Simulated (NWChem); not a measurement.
**One shape, several levels: [H2PO2]− (SMILES O=[PH2][O-])**

Wanted: a comparison of 5 runs (HF/STO-3G, M06-2X/6-31G, B3LYP/6-31G*, TPSS/6-311G**, CCSD(T)/def2-SVPD) of [H2PO2]−. 

The results are computed with NWChem 7.3.0.

## Step 1: The system as given

[H2PO2]− has 5 atoms, charge -1, and is taken as a singlet. SMILES: `O=[PH2][O-]`. Geometry: relaxed at GFN2-xTB.

Bond lengths: O1–P2 1.478 Å, P2–O3 1.478 Å, P2–H4 1.412 Å, P2–H5 1.412 Å. Angles: O1–P2–O3 118.5°, O1–P2–H4 110.1°, O1–P2–H5 110.1°, O3–P2–H4 110.1°, O3–P2–H5 110.1°, H4–P2–H5 95.5°.

## Step 2: Energy and forces at HF/STO-3G (run 1)

job.nw reads:

```
start job
memory total 2200 mb
charge -1
geometry noautosym nocenter noautoz
O     -0.569750     0.418060     1.344900
P      0.023990    -0.029410     0.067110
O      1.087130    -1.056140     0.105400
H     -0.993470    -0.417790    -0.831230
H      0.452100     1.085290    -0.686190
end
basis spherical bse
O library STO-3G
P library STO-3G
H library STO-3G
end
scf
thresh 1e-08
maxiter 80
end
task scf gradient
```

On the command line:

```sh
$ nwchem job.nw > job.out
```

The program printed:

```text
[...]
  functions       =    21
[...]
  wavefunction    = RHF
[...]
         Total SCF energy =   -485.394283714070
      One-electron energy =   -921.025546302531
      Two-electron energy =    317.751976053809
 Nuclear repulsion energy =    117.879286534652
        Time for solution =      0.9s
[...]
                         RHF ENERGY GRADIENTS
    atom               coordinates                        gradient
                 x          y          z           x          y          z
   1 O      -1.076671   0.790019   2.541492    0.055937  -0.044095  -0.100699
   2 P       0.045335  -0.055577   0.126820    0.024418  -0.030114   0.068772
   3 O       2.054378  -1.995815   0.199177   -0.088973   0.084810   0.007803
   4 H      -1.877386  -0.789509  -1.570797    0.008679  -0.000784   0.012518
   5 H       0.854345   2.050901  -1.296711   -0.000061  -0.009817   0.011606
[...]
```

It took 1.8 s on 1 thread of Intel Xeon Platinum 8259CL at 2.50GHz (Skylake/Cascade Lake), shared host; peak memory 0.1 GiB.

## Step 3: Energy and gradient at M06-2X/6-31G (run 2)

run.py reads:

```python
from ase import Atoms
from ase.calculators.nwchem import NWChem

atoms = Atoms(['O', 'P', 'O', 'H', 'H'], positions=[
    [-0.569750, 0.418060, 1.344900],
    [0.023990, -0.029410, 0.067110],
    [1.087130, -1.056140, 0.105400],
    [-0.993470, -0.417790, -0.831230],
    [0.452100, 1.085290, -0.686190],
])

calc = NWChem(
    label='h2o2p',
    theory='dft',
    memory='2200 mb',
    basis='6-31G',
    basispar='spherical bse',
    charge=-1,
    dft={'xc': 'm06-2x', 'mult': '1', 'grid': 'xfine', 'convergence': 'energy 1e-08', 'iterations': '100', 'mulliken': None},
)
atoms.calc = calc

forces = atoms.get_forces()
e = atoms.get_potential_energy()
print(f"E = {e:.6f} eV")
print("forces (eV/A):")
for s, f in zip(atoms.symbols, forces):
    print(f"{s:2s} {f[0]:10.5f} {f[1]:10.5f} {f[2]:10.5f}")
print("dipole (e A):", atoms.get_dipole_moment().round(4))
```

On the command line:

```sh
$ export ASE_NWCHEM_COMMAND="nwchem PREFIX.nwi > PREFIX.nwo"
$ python run.py
```

The program printed:

```text
E = -13408.372559 eV
forces (eV/A):
O    -3.57142    2.81171    6.46530
P    -1.63784    2.01991   -4.60994
O     5.70116   -5.43727   -0.47751
H    -0.99872   -0.47864   -0.76537
H     0.50682    1.08434   -0.61249
dipole (e A): [-0.3137  0.3871 -0.8795]
```

The calculator wrote h2o2p.nwi:

```
title "h2o2p"

permanent_dir h2o2p

scratch_dir h2o2p

start h2o2p

geometry units angstrom nocenter noautosym noautoz
  O  -5.6974999999999998e-01 4.1805999999999999e-01 1.3449000000000000e+00
  P  2.3990000000000001e-02 -2.9409999999999999e-02 6.7110000000000003e-02
  O  1.0871299999999999e+00 -1.0561400000000001e+00 1.0539999999999999e-01
  H  -9.9346999999999996e-01 -4.1778999999999999e-01 -8.3123000000000002e-01
  H  4.5210000000000000e-01 1.0852900000000001e+00 -6.8618999999999997e-01
end

charge -1

memory 2200 mb

basis spherical bse noprint
   * library 6-31G
end

dft
  xc m06-2x
  mult 1
  grid xfine
  convergence energy 1e-08
  iterations 100
  mulliken
end

task dft gradient
```

h2o2p.nwo:

```text
Northwest Computational Chemistry Package (NWChem) 7.3.0
             --------------------------------------------------------

           Job information
           ---------------

    nwchem branch   = 7.3.0
    use scalapack   = T
    input           = h2o2p.nwi
    prefix          = h2o2p.
    data base       = h2o2p/h2o2p.db
    status          = startup
    nproc           =        1

           Memory information
           ------------------

    heap     =     72089594 doubles =      550.0 Mbytes
    stack    =     72089599 doubles =      550.0 Mbytes
    global   =    144179200 doubles =     1100.0 Mbytes (distinct from heap & stack)
    total    =    288358393 doubles =     2200.0 Mbytes
    verify   = yes
    hardfail = no

[... 98 lines left out ...]
  convergence criterion.
[... 38 lines left out ...]
          Spatial weights used:  Erf1
[... 83 lines left out ...]
         Total DFT energy =     -492.748607035645
[... 3 lines left out ...]
 Nuclear repulsion energy =      117.879286534652
[... 314 lines left out ...]
          Convergence on gradient requested:  5.00D-04
[... 25 lines left out ...]
          total energy or number of iterations.
[... 28 lines left out ...]
    atom               coordinates                        gradient
                 x          y          z           x          y          z
   1 O      -1.076671   0.790019   2.541492    0.069453  -0.054679  -0.125730
   2 P       0.045335  -0.055577   0.126820    0.031851  -0.039281   0.089649
   3 O       2.054378  -1.995815   0.199177   -0.110870   0.105738   0.009286
   4 H      -1.877386  -0.789509  -1.570797    0.019422   0.009308   0.014884
   5 H       0.854345   2.050901  -1.296711   -0.009856  -0.021087   0.011911

                 ----------------------------------------
                 |  Time  |  1-e(secs)   |  2-e(secs)   |
                 ----------------------------------------
                 |  CPU   |       0.00   |       0.72   |
                 ----------------------------------------
                 |  WALL  |       0.00   |       0.72   |
                 ----------------------------------------

 Task  times  cpu:       15.0s     wall:       15.0s
 Total times  cpu:       15.1s     wall:       15.1s
```

Run time: 17 s. Hardware: 1 thread of Intel Xeon Platinum 8259CL at 2.50GHz (Skylake/Cascade Lake), shared host; peak memory 0.12 GiB.

Run 3 isn't shown in full; the table further down has it.

## Step 4: Energy and gradient at TPSS/6-311G(d,p) (run 4)

run.py reads:

```python
from ase import Atoms
from ase.calculators.nwchem import NWChem

system = Atoms(['O', 'P', 'O', 'H', 'H'], positions=[
    [-0.569750, 0.418060, 1.344900],
    [0.023990, -0.029410, 0.067110],
    [1.087130, -1.056140, 0.105400],
    [-0.993470, -0.417790, -0.831230],
    [0.452100, 1.085290, -0.686190],
])

calc = NWChem(
    label='h2o2p',
    theory='dft',
    memory='2200 mb',
    basis='6-311G**',
    basispar='spherical bse',
    charge=-1,
    dft={'xc': 'xtpss03 ctpss03', 'mult': '1', 'grid': 'xfine', 'convergence': 'energy 1e-08', 'iterations': '100', 'mulliken': None},
)
system.calc = calc

forces = system.get_forces()
e = system.get_potential_energy()
print(f"E = {e:.6f} eV")
print("forces (eV/A):")
for s, f in zip(system.symbols, forces):
    print(f"{s:2s} {f[0]:10.5f} {f[1]:10.5f} {f[2]:10.5f}")
print("dipole (e A):", system.get_dipole_moment().round(4))
```

On the command line:

```sh
$ export ASE_NWCHEM_COMMAND="nwchem PREFIX.nwi > PREFIX.nwo"
$ python run.py
```

The program printed:

```text
E = -13419.632389 eV
forces (eV/A):
O    -1.34546    1.11714    1.84991
P    -0.12007    0.14594   -0.34910
O     1.81576   -1.69441   -0.51962
H    -0.69194   -0.32051   -0.54327
H     0.34170    0.75179   -0.43786
dipole (e A): [-0.2585  0.3189 -0.7245]
```

The calculator wrote h2o2p.nwi:

```
title "h2o2p"

permanent_dir h2o2p

scratch_dir h2o2p

start h2o2p

geometry units angstrom nocenter noautosym noautoz
  O  -5.6974999999999998e-01 4.1805999999999999e-01 1.3449000000000000e+00
  P  2.3990000000000001e-02 -2.9409999999999999e-02 6.7110000000000003e-02
  O  1.0871299999999999e+00 -1.0561400000000001e+00 1.0539999999999999e-01
  H  -9.9346999999999996e-01 -4.1778999999999999e-01 -8.3123000000000002e-01
  H  4.5210000000000000e-01 1.0852900000000001e+00 -6.8618999999999997e-01
end

charge -1

memory 2200 mb

basis spherical bse noprint
   * library 6-311G**
end

dft
  xc xtpss03 ctpss03
  mult 1
  grid xfine
  convergence energy 1e-08
  iterations 100
  mulliken
end

task dft gradient
```

h2o2p.nwo:

```text
Northwest Computational Chemistry Package (NWChem) 7.3.0
             --------------------------------------------------------

           Job information
           ---------------

    nwchem branch   = 7.3.0
    use scalapack   = T
    input           = h2o2p.nwi
    prefix          = h2o2p.
    data base       = h2o2p/h2o2p.db
    status          = startup
    nproc           =        1

           Memory information
           ------------------

    heap     =     72089594 doubles =      550.0 Mbytes
    stack    =     72089599 doubles =      550.0 Mbytes
    global   =    144179200 doubles =     1100.0 Mbytes (distinct from heap & stack)
    total    =    288358393 doubles =     2200.0 Mbytes
    verify   = yes
    hardfail = no

[... 98 lines left out ...]
  convergence criterion.
[... 36 lines left out ...]
          Spatial weights used:  Erf1
[... 87 lines left out ...]
         Total DFT energy =     -493.162398145371
[... 3 lines left out ...]
 Nuclear repulsion energy =      117.879286534652
[... 600 lines left out ...]
          Convergence on gradient requested:  5.00D-04
[... 23 lines left out ...]
          total energy or number of iterations.
[... 28 lines left out ...]
    atom               coordinates                        gradient
                 x          y          z           x          y          z
   1 O      -1.076671   0.790019   2.541492    0.026165  -0.021725  -0.035975
   2 P       0.045335  -0.055577   0.126820    0.002335  -0.002838   0.006789
   3 O       2.054378  -1.995815   0.199177   -0.035311   0.032951   0.010105
   4 H      -1.877386  -0.789509  -1.570797    0.013456   0.006233   0.010565
   5 H       0.854345   2.050901  -1.296711   -0.006645  -0.014620   0.008515

                 ----------------------------------------
                 |  Time  |  1-e(secs)   |  2-e(secs)   |
                 ----------------------------------------
                 |  CPU   |       0.01   |       2.33   |
                 ----------------------------------------
                 |  WALL  |       0.01   |       2.33   |
                 ----------------------------------------

 Task  times  cpu:       34.8s     wall:       34.8s
 Total times  cpu:       34.8s     wall:       34.8s
```

Wall time 36 s (1 thread of Intel Xeon Platinum 8259CL at 2.50GHz (Skylake/Cascade Lake), shared host); peak memory 0.13 GiB.

## Step 5: The energy at CCSD(T)/def2-SVPD (run 5)

a.nw reads:

```
start a
title "H2O2P"
memory 2200 mb
charge -1
geometry units angstroms noautosym nocenter noautoz
   O     -0.569750     0.418060     1.344900
   P      0.023990    -0.029410     0.067110
   O      1.087130    -1.056140     0.105400
   H     -0.993470    -0.417790    -0.831230
   H      0.452100     1.085290    -0.686190
end
basis spherical bse
   * library def2-SVPD
end
scf
   nopen 0
   rhf
   thresh 1e-08
   maxiter 80
   noprint "final vectors analysis"
end
ccsd
   freeze core 7
   maxiter 60
end
task ccsd(t) energy
```

On the command line:

```sh
$ nwchem a.nw > a.out
```

The program printed:

```text
[...]
  functions       =    86
[...]
  wavefunction    = RHF
[...]
         Total SCF energy =   -491.471497010422
      One-electron energy =   -922.122040819306
      Two-electron energy =    312.771257274232
 Nuclear repulsion energy =    117.879286534652
        Time for solution =     13.9s
[...]
 Total MP2 energy:           -492.005582211457238
[...]
             energy      energy      error      ampl     ampl      Block
                                                time     time      time
[...]
 Total CCSD energy:           -492.017794207585951
[...]
 Total CCSD+T(CCSD) energy:           -492.038120236848386
[...]
 Total CCSD(T) energy:                -492.035866992219212
[...]
```

It took 2.5 min on 1 thread of Intel Xeon Platinum 8259CL at 2.50GHz (Skylake/Cascade Lake), shared host; peak memory 0.22 GiB.

## Step 6: The series

```csv
run,level,iteration cap,module,energy (Eh),HOMO energy (eV),LUMO energy (eV),HOMO–LUMO gap (eV),wall time
1,HF/STO-3G,80,scf,-485.394284,1.58,21.42,19.84,1.8 s
2,M06-2X/6-31G,100,dft,-492.748607,-2.89,8.89,11.78,17 s
3,B3LYP/6-31G* (Cartesian functions),100,dft,-493.056289,-0.94,8.31,9.25,20 s
4,TPSS/6-311G**,100,dft,-493.162398,-0.20,6.35,6.55,36 s
5,CCSD(T)/def2-SVPD,80,ccsd(t),-492.035867,–,–,–,2.5 min
```

## Step 7: Outcome

| quantity | value |
| --- | --- |
| run 5: total energy | -492.03587 Eh |
| run 5: correlation energy (7 core orbitals frozen) | -564.4 mEh |
| run 5: (T) correction | -18.07 mEh |

In words: Over runs 1, 2, 3, 4 the HOMO–LUMO gap runs from 6.55 eV (TPSS/6-311G**) to 19.84 eV (HF/STO-3G). The two ends differ in method and basis. The empty levels of an anion lie above zero and hang on the basis. Totals of different functionals can't be ranked against each other. In run 1 the HOMO lies above zero, so the outermost electron may be held by the basis alone. In run 1 the basis is minimal, so the values are rough. All runs together took 3.7 min, the longest 2.5 min.
